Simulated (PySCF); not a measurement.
Na2, SMILES [Na][Na]. Geometry: B3LYP-D3(BJ)/def2-TZVPD.

Question: Give the equilibrium geometry at B3LYP-D3(BJ)/def2-TZVPD (PySCF confirms it by a frequency run) as bond lengths and angles, and its point group. (The exact figures need the calculation; the answer reports its results.)

Answer: point group D∞h.
Atoms: Na1 Na2. Bonded distances (Å): Na1–Na2 3.054.
